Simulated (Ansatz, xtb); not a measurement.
**Two isomers of C4H10**

We compare a, `CC(C)C`, a singlet, with b, `CCCC`, a singlet. Both are isolated molecules in the gas phase, relaxed with PBE-D3(BJ)/def2-SVP, each in the lowest conformer that the search found.

Quicker runs give these differences E(b) − E(a): GFN2-xTB +6.39 kJ/mol; HF/STO-3G +0.26 kJ/mol (at GFN2-xTB geometries); r2SCAN-D4/def2-SVP +5.15 kJ/mol (at GFN2-xTB geometries).

Q: Estimate E(b) − E(a) at the level CCSD(T)/def2-SVP + ΔMP2/def2-TZVPP.

A: Calculated at CCSD(T)/def2-SVP + ΔMP2/def2-TZVPP: E(b) − E(a) = +6.93 kJ/mol, so structure a lies lower.

How the difference moves with the method:

```json
{"level": "GFN2-xTB", "geometry": "GFN2-xTB", "E(b) − E(a) (kJ/mol)": "+6.39", "departure from the last row (kJ/mol)": "−0.54", "job, with rough time for the two": "optimisation, 0.096 s"}
{"level": "HF/STO-3G", "geometry": "GFN2-xTB", "E(b) − E(a) (kJ/mol)": "+0.26", "departure from the last row (kJ/mol)": "−6.67", "job, with rough time for the two": "single point, 0.28 s"}
{"level": "r2SCAN-D4/def2-SVP", "geometry": "GFN2-xTB", "E(b) − E(a) (kJ/mol)": "+5.15", "departure from the last row (kJ/mol)": "−1.78", "job, with rough time for the two": "single point, 2.1 s"}
{"level": "PBE-D3(BJ)/def2-SVP", "geometry": "PBE-D3(BJ)/def2-SVP", "E(b) − E(a) (kJ/mol)": "+3.83", "departure from the last row (kJ/mol)": "−3.10", "job, with rough time for the two": "optimisation, 8.7 s"}
{"level": "HF/def2-SVP", "geometry": "PBE-D3(BJ)/def2-SVP", "E(b) − E(a) (kJ/mol)": "+1.31", "departure from the last row (kJ/mol)": "−5.62", "job, with rough time for the two": "part of the CCSD(T) run"}
{"level": "MP2/def2-SVP", "geometry": "PBE-D3(BJ)/def2-SVP", "E(b) − E(a) (kJ/mol)": "+7.22", "departure from the last row (kJ/mol)": "+0.28", "job, with rough time for the two": "part of the CCSD(T) run"}
{"level": "CCSD(T)/def2-SVP", "geometry": "PBE-D3(BJ)/def2-SVP", "E(b) − E(a) (kJ/mol)": "+6.18", "departure from the last row (kJ/mol)": "−0.75", "job, with rough time for the two": "single point"}
{"level": "CCSD(T)/def2-SVP + ΔMP2/def2-TZVPP", "geometry": "PBE-D3(BJ)/def2-SVP", "E(b) − E(a) (kJ/mol)": "+6.93", "departure from the last row (kJ/mol)": "", "job, with rough time for the two": "single point, 18 s"}
```

As drawn, both hold the same kinds of bond in the same numbers. Structure a has 3 methyl groups, b 2.

HF/STO-3G, HF/def2-SVP find them nearly level. The largest departure from CCSD(T)/def2-SVP + ΔMP2/def2-TZVPP is that of HF/STO-3G, 6.67 kJ/mol. The last row adds to CCSD(T) the change of the MP2 difference between the two basis sets, here +0.75 kJ/mol.

With harmonic frequencies from PBE-D3(BJ)/def2-SVP (ideal gas, rigid rotor, one conformer each, 298.15 K, 1 atm): the zero-point term adds +1.24 kJ/mol; ΔH is +8.37 and ΔG +6.15 kJ/mol.

Tabulated enthalpies of formation at 298 K are −135.4 kJ/mol for a (Active Thermochemical Tables 1.112) and −125.8 kJ/mol for b (Active Thermochemical Tables 1.112), a difference of +9.51 kJ/mol. Calculated less tabulated ΔH, with the same thermal term: GFN2-xTB −1.68, HF/STO-3G −7.81, r2SCAN-D4/def2-SVP −2.92, PBE-D3(BJ)/def2-SVP −4.24, HF/def2-SVP −6.77, MP2/def2-SVP −0.86, CCSD(T)/def2-SVP −1.89, CCSD(T)/def2-SVP + ΔMP2/def2-TZVPP −1.14 kJ/mol.

The correlated steps freeze 4 core orbitals. Run with Ansatz 0.2.0, xtb 6.7.1; the last row on 2 threads of Intel(R) Xeon(R) Platinum 8488C (Sapphire Rapids) on a shared host.
